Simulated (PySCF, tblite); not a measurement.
# C₅H₇F: geometry, infrared bands, NMR shifts and spin-spin couplings

Aim: predict the infrared bands, NMR shifts and spin-spin couplings of C₅H₇F (`C=CC/C=C\F`).

Computed with tblite 0.8.0 and PySCF 2.14.0, with density-fitted response routines of our own, on a single molecule in the gas phase. Atoms count from 0, in the outputs and in this text.

## Step 1: The molecule as given

13 atoms, charge 0, multiplicity 1; geometry from: force field or distance geometry start.

Bonds of the start (Å): C0–C1 1.33, C1–C2 1.51, C2–C3 1.49, C3–C4 1.34, C4–F5 1.37, C0–H6 1.10, C0–H7 1.09, C1–H8 1.08, C2–H9 1.12, C2–H10 1.10, C3–H11 1.08, C4–H12 1.10.

## Step 2: Geometry optimisation with GFN2-xTB

The job: settings as JSON, then the geometry in Å.

```
{"job": {"kind": "relax", "xc": "GFN2-xTB", "basis": "xTB"}, "charge": 0, "multiplicity": 1}
C     -2.288600     0.232300     0.085600
C     -1.070400     0.101100     0.600900
C     -0.026300    -0.638200    -0.201100
C      1.063000     0.355900    -0.432000
C      2.311600     0.148100    -0.004200
F      2.676900    -0.997100     0.653700
H     -3.063400     0.763800     0.651300
H     -2.531400    -0.169100    -0.899600
H     -0.788300     0.479900     1.577300
H     -0.443600    -0.932700    -1.200400
H      0.324800    -1.547900     0.316100
H      0.788000     1.266000    -0.952200
H      3.043300     0.938300    -0.213000
```

The run is started by

```bash
> OMP_NUM_THREADS=1 python probes_run.py task.json out
```

This one command runs all jobs of the session in turn.

**Question.** This job is followed by: GFN2-xTB harmonic vibrations, gas phase; GIAO PBE0/pcSseg-1 NMR shielding, non-relativistic, gas phase; B3LYP/pcJ-1 indirect spin-spin coupling, non-relativistic, gas phase. What will the session give for the following? strongest single infrared mode (GFN2-xTB); zero-point energy (GFN2-xTB); ¹³C shifts against TMS (PBE0/pcSseg-1); ¹H shifts against TMS (PBE0/pcSseg-1, means over atoms taken as alike); ¹⁹F shifts against CFCl3 (PBE0/pcSseg-1); surface potential, 1st and 99th percentile; largest coupling of the table (B3LYP/pcJ-1).

The runs gave:

| quantity | value |
| --- | --- |
| strongest single infrared mode (GFN2-xTB) | 1729 cm⁻¹, 55 km/mol |
| zero-point energy (GFN2-xTB) | 64.8 kcal/mol |
| ¹³C shifts against TMS (PBE0/pcSseg-1) | 157.6, 146.5, 122.0, 117.7, 34.3 ppm |
| ¹H shifts against TMS (PBE0/pcSseg-1, means over atoms taken as alike) | 6.86, 6.00, 5.45, 5.30, 4.85, 3.08 ppm |
| ¹⁹F shifts against CFCl3 (PBE0/pcSseg-1) | -127.2 ppm |
| surface potential, 1st and 99th percentile | -0.78 V and 1.11 V |
| largest coupling of the table (B3LYP/pcJ-1) | ¹J(C,F) C4–F5, -326.6 Hz |

**Reading.** Relaxing lowered the energy by 0.236 eV in 35 steps; the close pair that moved most is C2–H9, from 1.122 to 1.093 Å. No mode is imaginary among the 33: a minimum at this level. The strongest single mode, at 1729 cm⁻¹, is carried by C3, C4, C1, C0. GFN2-xTB is a fitted tight-binding method: band positions and strengths are rough. Its intensities can rank the bands wrongly. At PBE0/pcSseg-1: The widest tensor belongs to C1: span 238 ppm, with a paramagnetic part of -216 ppm. Of the pairs tabulated at B3LYP/pcJ-1, C4–F5 couples most strongly (-326.6 Hz; Fermi contact -318.6 Hz). Couplings across rotatable bonds belong to this one conformer; where others are populated, the observed values are averages.
